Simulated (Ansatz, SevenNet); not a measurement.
## Ladder of methods for the elastic constant C33 of tetradymite Bi2Te3

Reference value: 47.7 GPa (measured, temperature not stated, no zero-point or thermal correction; as tabulated in Oses et al. (2018), arXiv:1811.08464).

### Question
Put these levels in order of the elastic constant C33 that they give for tetradymite Bi2Te3, smallest first: PBEsol (Ansatz, a first-principles code), SevenNet-0, SevenNet-l3i5, r²SCAN (Ansatz).

### Answer
SevenNet-0 (12.3 GPa), r²SCAN (18.2 GPa), SevenNet-l3i5 (19.4 GPa), PBEsol (43.0 GPa)

Unless a cell is named, each level is at its own relaxed cell (SevenNet-0 36.69, SevenNet-l3i5 36.40, PBEsol 33.58, r²SCAN 36.45 Å³/atom).

Differences against the reference: SevenNet-0 -74 %, SevenNet-l3i5 -59 %, PBEsol -9.9 %, r²SCAN -62 %.

The reference isn't brought to a static lattice, while the calculations are for one, so the differences are not the levels' errors alone. A static lattice is as a rule stiffer than a warm one, by over a tenth in soft solids.  Density-functional levels without +SOC have no spin–orbit coupling. r²SCAN, PBEsol: the cell comes from a level without a dispersion term, which matters for the spacing of layers, chains or molecules. Each level is taken at its own relaxed cell. Cutoffs differ between the levels. Ansatz's density-functional and Hartree–Fock values are scalar-relativistic unless marked +SOC, with PAW data made under PBE.

Machine-learned potentials (SevenNet-0, SevenNet-l3i5) are trained on DFT data: a solid inside that data is no test of them.

Differences are worked out from the printed values.
